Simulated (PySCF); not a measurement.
## Potential energy of F2 along the bond

Set-up: PySCF, no relativity, basis sets F pcseg-2. Energies in eV from F + F in their ground configurations at the same level. All curves are PBE0. state 1: ¹Σg⁺ (singlet), closed shell; state 2: triplet, unpaired electrons σ ↑, π ↑, a second solution, started from another occupation.

```json
{"R (Å)": "1.185", "state 1": "-0.362", "state 2": "6.9512"}
{"R (Å)": "1.240", "state 1": "-1.005", "state 2": "4.9505"}
{"R (Å)": "1.295", "state 1": "-1.365", "state 2": "3.4442"}
{"R (Å)": "1.337", "state 1": "-1.495", "state 2": "2.5777"}
{"R (Å)": "1.378", "state 1": "-1.532", "state 2": "1.8984"}
{"R (Å)": "1.419", "state 1": "-1.497", "state 2": "1.3720"}
{"R (Å)": "1.474", "state 1": "-1.367", "state 2": "0.8607"}
{"R (Å)": "1.543", "state 1": "-1.110", "state 2": "0.4588"}
{"R (Å)": "1.626", "state 1": "-0.720", "state 2": "0.2217"}
{"R (Å)": "1.736", "state 1": "-0.140", "state 2": "0.1678"}
```

Problem. Put a parabola through the three lowest points of the state 1 curve and estimate Re, k and ωe (reduced mass 9.499 u; 1 eV/Å² = 0.16022 mdyn/Å; ωe = 1302.8·√(k/μ) cm⁻¹).

Solution. Through R = 1.337, 1.378, 1.419 Å the second-order coefficient is 21.4 eV/Å², so Re ≈ 1.379 Å, k ≈ 6.86 mdyn/Å and ωe ≈ 1107 cm⁻¹. A polynomial fit of higher order to the unrounded PBE0 energies gives Re = 1.377 Å, k = 6.76 mdyn/Å, ωe = 1099 cm⁻¹; anharmonicity and rounding make the difference.

The higher-order fit for each curve: state 1: Re = 1.377 Å, ωe = 1099 cm⁻¹, De = 1.53 eV; state 2: Re = 1.706 Å, ωe = 678 cm⁻¹, minimum 0.161 eV above the ground-state fragments.
